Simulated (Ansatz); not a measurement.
**Palladium, fcc: convergence with Fermi-Dirac smearing**

Computed with Ansatz, PBE, scalar-relativistic PAW, on the relaxed cell (a = 3.947 Å; ferromagnetic, net 0.28 μB per atom). Errors count from a run at 420 eV on a Γ-centred 22×22×22 mesh with Fermi-Dirac smearing of 0.05 eV, extrapolated to zero width. Fixed here: cutoff 420 eV, mesh 14×14×14.

```json
{"width (eV)": "0.01", "E(σ→0) error (meV/atom)": "3.0", "F error (meV/atom)": "2.7", "P (GPa)": "-0.01", "sphere moment (μB)": "0.47", "SCF iterations": "16"}
{"width (eV)": "0.03", "E(σ→0) error (meV/atom)": "3.0", "F error (meV/atom)": "0.1", "P (GPa)": "0.01", "sphere moment (μB)": "0.46", "SCF iterations": "15"}
{"width (eV)": "0.1", "E(σ→0) error (meV/atom)": "3.3", "F error (meV/atom)": "-32.5", "P (GPa)": "-0.08", "sphere moment (μB)": "0.00", "SCF iterations": "21"}
{"width (eV)": "0.2", "E(σ→0) error (meV/atom)": "-19.8", "F error (meV/atom)": "-118.8", "P (GPa)": "0.52", "sphere moment (μB)": "0.00", "SCF iterations": "16"}
{"width (eV)": "0.3", "E(σ→0) error (meV/atom)": "-46.5", "F error (meV/atom)": "-229.4", "P (GPa)": "1.32", "sphere moment (μB)": "0.00", "SCF iterations": "15"}
{"width (eV)": "0.6", "E(σ→0) error (meV/atom)": "-129.8", "F error (meV/atom)": "-695.7", "P (GPa)": "5.20", "sphere moment (μB)": "0.00", "SCF iterations": "15"}
{"width (eV)": "1.0", "E(σ→0) error (meV/atom)": "-261.2", "F error (meV/atom)": "-1619.4", "P (GPa)": "13.12", "sphere moment (μB)": "0.00", "SCF iterations": "12"}
```
